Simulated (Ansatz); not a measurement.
A run of Ansatz (development build ahead of 0.2.0) on doublet NO at this shape:

```json
{"atom": "N", "x (Å)": "0.0000", "y (Å)": "0.0000", "z (Å)": "0.0000"}
{"atom": "O", "x (Å)": "0.0000", "y (Å)": "0.0000", "z (Å)": "2.8750"}
```

Its results:

```yaml
Converged: yes
Total_energy: -129.54539 hartree
Spin_squared_of_the_determinant: 2.671
Stability_test: minimum
```

Task: Which input gives this output? Name the method, the orbitals and the basis set, and write the input.

Result: PBE (unrestricted) in pcseg-2.

```yaml
crystal:
  periodic: [false, false, false]
  atoms:
    - { symbol: "N", position_ang: [0.0, 0.0, 0.0] }
    - { symbol: O, position_ang: [0.0, 0.0, 2.875] }
basis:
  gaussian: { orbitals: pcseg-2 }
magnetization:
  spin_polarized: true
  initial_magnetization: 1
hamiltonian:
  xc: pbe
```

Caution: charge can spread falsely over distant fragments; the unrestricted determinant is a mixture of spin states.
